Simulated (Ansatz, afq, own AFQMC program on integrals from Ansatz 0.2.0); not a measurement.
## C2H8ClNOSi2, singlet: AFQMC among the cluster methods

```xyz
15

C    -2.3480    1.3197   -0.2335
C    -1.0801    1.3656    0.1928
Si   -0.1138   -0.1702    0.5631
N    -1.1635   -1.5042    0.7575
Cl    1.0430    0.2644    2.2553
O     0.9649   -0.5852   -0.6122
Si    2.5745   -0.4597   -1.0180
H    -2.9233    2.2267   -0.4508
H    -2.8622    0.3641   -0.3858
H    -0.6006    2.3425    0.3331
H    -0.7933   -2.4384    0.6210
H    -1.8808   -1.4900    1.4734
H     3.3976   -1.3814   -0.1811
H     3.0582    0.9411   -0.8345
H     2.7055   -0.8456   -2.4512
```

Basis def2-SVP. Noble-gas cores (and the filled d shells of Ga–Kr and In–Xe) are frozen. Integrals, coupled cluster, full CI and functionals: Ansatz 0.2.0; the random walks run on the same integrals in our own AFQMC program. ph-AFQMC/CISD is guided by a CISD state made of CCSD amplitudes; releasing the constraint for a short imaginary time cuts its bias at the price of noise, slowly where states lie close. Error bars are statistical, one sigma.

Determinant: RHF, the one that the program's search chose, which needn't be the lowest solution. The geometry is a PBE0/def2-SVP stationary point of this or a neighbouring charge and spin state.

No full CI on the walks' own integrals is used here. The released AFQMC energy serves as the reference, which it does only where one determinant dominates, the energy is flat over the last release times and near the phaseless one (40 meV or 2 meV an electron, half that with transition metals). On small molecules, where full CI could be run and the noise was under 10 meV, such values lay within 10 meV of it in 19 cases of 20, a flattering rate, since the rule was set on those same cases; what remains of the bias isn't in the error bar.

Cautions: the released value is read at 0.63 1/Eh with a noise of 28 meV, more than in the cases checked, later times being too noisy (meV from the phaseless value at times in 1/Eh: -30 ± 22 at 0.21, -24 ± 29 at 0.42, 11 ± 28 at 0.63, 24 ± 36 at 0.90).

The T1 diagnostic is 0.0110, the weight of the determinant in the CISD state is 0.715 and the size of the correlated space is 42 electrons in 131 orbitals.

```csv
level,correlation energy (eV)
MP2,-25.4838
CCSD,-27.4471
CCSD(T),-28.2126
```

Problem. Estimate where AFQMC with the constraint released lies against CCSD(T) on the same integrals.

Solution. 6.1 ± 2.7 kJ/mol below CCSD(T).

Reference: AFQMC with the constraint released, correlation energy -28.276 ± 0.028 eV.

| level | E − E(reference) (kJ/mol) | share of correlation (%) |
| --- | --- | --- |
| CCSD(T) | 6.1 ± 2.7 | 99.78 |
| ph-AFQMC/CISD | -1.1 ± 3.1 | 100.04 |

Released energies are given only where the last usable release times agree within the noise; a slower fall can still hide under it.
